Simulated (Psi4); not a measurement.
# C2H4B (SMILES B[C]=C) at U-wB97M-V/def2-TZVP

What is the vertical ionisation energy of C2H4B at U-wB97M-V/def2-TZVP? 

The results are computed with Psi4 1.11.

**1. The molecule**

C2H4B: 7 atoms, total charge 0, spin state doublet. As SMILES, `B[C]=C`. The shape is that of a GFN2-xTB optimisation.

Bond lengths: B1–C2 1.464 Å, C2–C3 1.288 Å, B1–H4 1.172 Å, B1–H5 1.172 Å, C3–H6 1.084 Å, C3–H7 1.084 Å. Angles: B1–C2–C3 179.8°, C2–B1–H4 119.7°, C2–B1–H5 119.8°, C2–C3–H6 123.1°, C2–C3–H7 123.1°, H4–B1–H5 120.5°, H6–C3–H7 113.8°.

**2. A single-point energy at U-wB97M-V/def2-TZVP**

Contents of c2h4b.dat:

```
memory 1.6 GB

molecule system {
  0 2
  B     -1.075830     0.425360    -0.773780
  C      0.057000    -0.020470     0.039540
  C      1.051750    -0.415380     0.756660
  H     -2.062370    -0.207830    -0.792290
  H     -0.989160     1.411380    -1.402080
  H      1.668510    -1.268180     0.495290
  H      1.350100     0.075110     1.676660
  symmetry c1
  no_reorient
  no_com
}

set {
  basis def2-TZVP
  reference uks
  puream true
  e_convergence 1e-09
  d_convergence 1e-08
  scf_type pk
  dft_radial_points 99
  dft_spherical_points 590
  maxiter 200
}

E = energy("wb97m-v")
```

Launch:

```
$ psi4 c2h4b.dat c2h4b.out -n 1
```

c2h4b.out:

```text
[...]
  Running in c1 symmetry.
[...]
  Nuclear repulsion =   51.996406147714772
[...]
  Multiplicity = 2
[...]
  Nalpha       = 11
  Nbeta        = 10
[...]
    Number of basis functions: 117
[...]
   @UKS iter   1:  -103.21186491135303   -8.40511e-01   3.98056e-03 ADIIS/DIIS
[...]
   @UKS iter  16:  -103.33892739946140   -5.48539e-12   4.71394e-09 DIIS
[...]
   @S^2 Observed:                7.551268861E-01
[...]
    Orbital Energies [Eh]
    ---------------------
    Alpha Occupied:
       1A    -10.382606     2A    -10.358242     3A     -6.891757
       4A     -0.911428     5A     -0.725342     6A     -0.610534
       7A     -0.568486     8A     -0.499147     9A     -0.478519
      10A     -0.383553    11A     -0.337298
    Alpha Virtual:
      12A      0.049542    13A      0.084394    14A      0.092188
      15A      0.133888    16A      0.137527    17A      0.149098
      18A      0.179339    19A      0.204773    20A      0.223071
      21A      0.251110    22A      0.278617    23A      0.296343
      24A      0.362923    25A      0.377539    26A      0.382908
[...]
  @UKS Final Energy:  -103.33892739946140
   => Energetics <=
    Nuclear Repulsion Energy =             51.9964061477147723
    One-Electron Energy =                -239.8120973005252949
    Two-Electron Energy =                  95.6678238386182755
    DFT Exchange-Correlation Energy =     -11.2759156464280146
    Empirical Dispersion Energy =           0.0000000000000000
    VV10 Nonlocal Energy =                  0.0848555611588773
    Total Energy =                       -103.3389273994613973
[...]
 Multipole Moments:
 ------------------------------------------------------------------------------------
     Multipole            Electronic (a.u.)      Nuclear  (a.u.)        Total (a.u.)
 ------------------------------------------------------------------------------------
 L = 1.  Multiply by 2.5417464519 to convert [e a0] to [Debye]
 Dipole X            :         -1.8687756            2.3440730            0.4752973
 Dipole Y            :          0.7149860           -0.9029489           -0.1879629
 Dipole Z            :         -1.3316877            1.6740706            0.3423829
 Magnitude           :                                                    0.6151940
[...]
```

Run time: 3.1 min. Hardware: 1 thread of Intel Xeon 6975P-C (Granite Rapids), shared host; peak memory 0.88 GiB.

**3. The singlet cation**

Contents of input.json:

```json
{
 "schema_name": "qcschema_input",
 "schema_version": 1,
 "molecule": {
  "schema_name": "qcschema_molecule",
  "schema_version": 2,
  "symbols": ["B", "C", "C", "H", "H", "H", "H"],
  "geometry": [-2.03302406, 0.8038139, -1.46223228, 0.10771439, -0.03868269, 0.07471977, 1.98751945, -0.78495444, 1.42988017, -3.89731447, -0.39274178, -1.49721111, -1.86924149, 2.66712166, -2.6495472, 3.15302694, -2.39651288, 0.93596245, 2.55131924, 0.14193733, 3.1684282],
  "molecular_charge": 1,
  "molecular_multiplicity": 1,
  "fix_symmetry": "c1"
 },
 "driver": "energy",
 "model": {
  "method": "wb97m-v",
  "basis": "def2-TZVP"
 },
 "keywords": {
  "puream": true,
  "e_convergence": 1e-09,
  "d_convergence": 1e-08,
  "scf_type": "pk",
  "dft_radial_points": 99,
  "dft_spherical_points": 590
 }
}
```

Launch:

```
$ psi4 --qcschema input.json -n 1 --memory 1600MB
```

stdout:

```text
[...]
  Running in c1 symmetry.
[...]
  Nuclear repulsion =   51.996406161948947
[...]
  Multiplicity = 1
[...]
  Nalpha       = 10
  Nbeta        = 10
[...]
    Number of basis functions: 117
[...]
   @RKS iter   1:  -102.94314488361759   -5.71791e-01   2.63007e-03 DIIS/ADIIS
[...]
   @RKS iter  14:  -102.99741576642457   -6.62226e-12   1.99830e-09 DIIS
[...]
    Orbital Energies [Eh]
    ---------------------
    Doubly Occupied:
       1A    -10.704974     2A    -10.636995     3A     -7.163788
       4A     -1.189246     5A     -0.993622     6A     -0.873620
       7A     -0.820931     8A     -0.747421     9A     -0.729141
      10A     -0.640267
[...]
  @RKS Final Energy:  -102.99741576642457
   => Energetics <=
    Nuclear Repulsion Energy =             51.9964061619489470
    One-Electron Energy =                -234.0645638989844315
    Two-Electron Energy =                  90.1177946186125780
    DFT Exchange-Correlation Energy =     -11.1292745142013541
    Empirical Dispersion Energy =           0.0000000000000000
    VV10 Nonlocal Energy =                  0.0822218661996820
    Total Energy =                       -102.9974157664245666
[...]
 Multipole Moments:
 ------------------------------------------------------------------------------------
     Multipole            Electronic (a.u.)      Nuclear  (a.u.)        Total (a.u.)
 ------------------------------------------------------------------------------------
 L = 1.  Multiply by 2.5417464519 to convert [e a0] to [Debye]
 Dipole X            :         -0.4406377            0.8928541            0.4522164
 Dipole Y            :          0.1782621           -0.3573804           -0.1791183
 Dipole Z            :         -0.3179782            0.6443451            0.3263669
 Magnitude           :                                                    0.5857460
[...]
```

The result, in JSON:

```text
{
 "driver": "energy",
 "model": {
  "method": "wb97m-v",
  "basis": "def2-TZVP"
 },
 "success": true,
 "return_result": -102.99741576642457,
 "properties": {
  "calcinfo_nbasis": 117,
  "calcinfo_nmo": 117,
  "calcinfo_nalpha": 10,
  "calcinfo_nbeta": 10,
  "calcinfo_natom": 7,
  "nuclear_repulsion_energy": 51.99640616194895,
  "return_energy": -102.99741576642457,
  "scf_one_electron_energy": -234.06456389898443,
  "scf_two_electron_energy": 90.11779461861258,
  "scf_vv10_energy": 0.08222186619968198,
  "scf_xc_energy": -11.129274514201354,
  "scf_dipole_moment": [0.45221642245674637, -0.17911833041534447, 0.32636691395357187],
  "scf_total_energy": -102.99741576642457,
  "scf_iterations": 14
 }
}
```

Run time: 2.3 min. Hardware: 1 thread of Intel Xeon 6975P-C (Granite Rapids), shared host; peak memory 0.89 GiB.

**4. Outcome**

At U-wB97M-V/def2-TZVP:

| quantity | value |
| --- | --- |
| doublet C2H4B: total energy | -103.33893 Eh |
| doublet C2H4B: dipole moment | 1.56 D |
| doublet C2H4B: HOMO energy (highest over α and β) | -9.18 eV |
| doublet C2H4B: LUMO energy (lowest over α and β) | -1.54 eV |
| doublet C2H4B: ⟨S²⟩ | 0.755 |
| singlet cation: total energy | -102.99742 Eh |
| singlet cation: HOMO energy | -17.42 eV |
| singlet cation: LUMO energy | -9.37 eV |
| singlet cation: HOMO–LUMO gap | 8.06 eV |
| vertical ionisation energy (to the singlet cation) | 9.293 eV |

**Reading.** The vertical ionisation energy comes to 9.29 eV (214 kcal/mol). Only the singlet of the ionised species was computed; a triplet could lie lower.
